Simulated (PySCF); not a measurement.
# Accurate constants of N₂+, step by step

Aim: bond length, wavenumber and bond energy of N₂+ near the limit of CCSD(T), built from two basis sets and any small corrections listed.

Computed with PySCF 2.14.0. Level: CCSD(T) on ROHF, no relativity in the base curves; scalar relativity is added as a correction.

**1. Set-up**

```
molecule             : N₂+
state                : doublet, unpaired electrons σ ↑
smaller basis        : N cc-pVTZ
larger basis         : N cc-pVQZ
frozen core orbitals : 2
extrapolation        : correlation as n⁻³ (n = 3, 4), Hartree–Fock as (n+1)·exp(−9√n)
corrections          : core–valence correlation, scalar relativity
distances (Å)        : 0.9747, 1.0190, 1.0633, 1.1076, 1.1519, 1.2073, 1.2627
masses (u)           : 14.0031, 14.0031
dissociation limit   : N+ + N
```

Started as:

```sh
$ OMP_NUM_THREADS=4 python comp.py task.json out
```

**2. Coupled cluster at each distance**

**Question.** What will these runs give? Wanted: for each run, Re; ωe; ωexe; αe; De.

**Answer**, as computed:

| level | Re (Å) | ωe (cm⁻¹) | ωexe (cm⁻¹) | αe (cm⁻¹) | De (eV) |
| --- | --- | --- | --- | --- | --- |
| CCSD(T)/cc-pVTZ(-PP) | 1.1227 | 2192.6 | 15.8 | 0.0185 | 8.400 |
| CCSD(T)/cc-pVQZ(-PP) | 1.1186 | 2208.5 | 15.7 | 0.0184 | 8.620 |
| HF/CBS | 1.0794 | 2567.5 | 12.8 | 0.0155 | 3.265 |
| MP2/CBS | 1.1346 | 2049.2 | 18.3 | 0.0207 | 9.909 |
| CCSD/CBS | 1.1076 | 2305.8 | 14.6 | 0.0174 | 8.157 |
| CCSD(T)/CBS | 1.1167 | 2219.0 | 15.6 | 0.0184 | 8.754 |
| CCSD(T)/CBS+CV | 1.1149 | 2227.9 | 15.6 | 0.0184 | 8.790 |
| CCSD(T)/CBS+CV+SR | 1.1147 | 2226.9 | 15.6 | 0.0184 | 8.780 |

The last step gives Re = 1.1147 Å, ωe = 2226.9 cm⁻¹ and De = 8.780 eV; the smaller basis alone is off from it by +8.0 mÅ and -0.38 eV. Near the minimum the mean field binds by 3.20 eV and correlation adds 5.55 eV of binding. T1 is 0.022. Spin–orbit coupling and excitations beyond (T) are left out.
